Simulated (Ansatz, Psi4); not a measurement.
Molecule: CH3, net charge 0, doublet state. SMILES: [CH3]
Geometry from a B3LYP-D3(BJ)/def2-TZVP (Ansatz, a program for electronic structure) optimisation:
```xyz
4

C      0.0000     0.0000     0.0000
H      0.0036     1.0786    -0.0270
H      0.9326    -0.5425     0.0110
H     -0.9362    -0.5361     0.0160
```
Charge 0, spin multiplicity 2.

Quantity: atomisation energy, in kcal/mol. Set-up: valence correlation only; dispersion terms only where a functional's name holds one; non-relativistic; 6-311+G** with 5d; no spin-orbit coupling; LANL2DZ all-electron up to Ne; atomisation electronic, to ground-state atoms; UHF or UKS for open shells; six Cartesian d functions in 6-31G* and its kin unless marked 5d. CBS(X,Y): correlation extrapolated as X^-3; Hartree-Fock from the larger set. First-principles rows: single points at B3LYP-D3(BJ) geometries (Ansatz).

Coupled cluster (Ansatz) is a level with limits of its own, used here on species with T1 under 0.025 (0.045 for open shells) and stable references: CCSD(T)/CBS(aug-cc-pVTZ,aug-cc-pVQZ).

Value to compare with, CCSD(T)/CBS(aug-cc-pVTZ,aug-cc-pVQZ) (Ansatz): 307.1 kcal/mol.

```json
[
 {"level": "HF/3-21G", "program": "Ansatz", "atomisation energy (kcal/mol)": "234.0", "difference": "-73.1"},
 {"level": "PBE/LANL2DZ", "program": "Ansatz", "atomisation energy (kcal/mol)": "308.1", "difference": "1.0"},
 {"level": "PBE/def2-SVP", "program": "Ansatz", "atomisation energy (kcal/mol)": "309.0", "difference": "1.9"},
 {"level": "BLYP/6-31G*", "program": "Ansatz", "atomisation energy (kcal/mol)": "305.5", "difference": "-1.6"},
 {"level": "B3LYP/3-21G", "program": "Ansatz", "atomisation energy (kcal/mol)": "306.0", "difference": "-1.1"},
 {"level": "B3LYP/cc-pVDZ", "program": "Ansatz", "atomisation energy (kcal/mol)": "303.1", "difference": "-4.0"},
 {"level": "PBE0/6-31G*", "program": "Ansatz", "atomisation energy (kcal/mol)": "307.3", "difference": "0.2"},
 {"level": "wB97X-D/6-31G*", "program": "Psi4", "atomisation energy (kcal/mol)": "306.2", "difference": "-0.9"},
 {"level": "wB97X-D/6-311+G**", "program": "Psi4", "atomisation energy (kcal/mol)": "305.4", "difference": "-1.7"},
 {"level": "PBE/def2-TZVPD", "program": "Ansatz", "atomisation energy (kcal/mol)": "309.6", "difference": "2.5"}
]
```

Among the 9 habitual levels, HF/3-21G lies farthest from CCSD(T)/CBS(aug-cc-pVTZ,aug-cc-pVQZ) (Ansatz) (-73.1 kcal/mol) and PBE0/6-31G* nearest (0.2); 3 of 9 lie above it, and their mean absolute difference is 9.5 kcal/mol, the median 1.6. One case shows no general order.

The levels are drawn from those run, B3LYP/6-31G* more often than the rest, none by its result; runs whose electronic state is in doubt are left out.
